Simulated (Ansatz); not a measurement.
Ideal-gas functions of CH₅Si (`C[SiH2]`) radical at 800 K and 1 bar, from an Ansatz frequency run at PBE0-D4/def2-TZVP.

Molar mass 45.14 g/mol, point group Cs (symmetry number 1), electronic degeneracy 2, moments of inertia 6.917, 43.049, 45.258 u Å². Harmonic wavenumbers (cm⁻¹, unscaled): 182, 521, 560, 702, 834, 881, 928, 1268, 1443, 1447, 2188, 2211, 3046, 3126, 3146.

Use S(trans) = R[1.5 ln M + 2.5 ln T − 1.1517]; rotational temperatures θ = 24.2544 K / I; S(rot) = R[ln(√π/σ · √(T³/θAθBθC)) + 1.5]; for each mode x = 1.438777 ν̃/T, S = R[x/(eˣ − 1) − ln(1 − e⁻ˣ)] and H = RT x/(eˣ − 1); 1 cm⁻¹ = 0.0119627 kJ/mol; R = 8.31446 J/(mol·K).

**Question.** By hand: the entropy, in J/(mol·K).

**Answer.** Translation 176.9. Rotation: θ = 3.5065, 0.5634, 0.5359 K, giving 100.4. Vibration, mode by mode: 17.64, 9.15, 8.60, 6.91, 5.68, 5.31, 4.96, 3.06, 2.39, 2.37, 0.82, 0.79, 0.23, 0.20, 0.19, in all 68.3. Electronic 5.8. Sum 351.4 J/(mol·K).

**Question.** By hand: H − E and G − E in kJ/mol, counted from the electronic energy.

**Answer.** Zero-point energy ½ × 22483 × 0.0119627 = 134.5; thermal vibration 30.9; translation, rotation and pV give 4 RT = 26.6. H − E = 192.0 kJ/mol, and G − E = 192.0 − 800 × 351.4/1000 = -89.1 kJ/mol.

Vibration gives 19 % of the entropy.
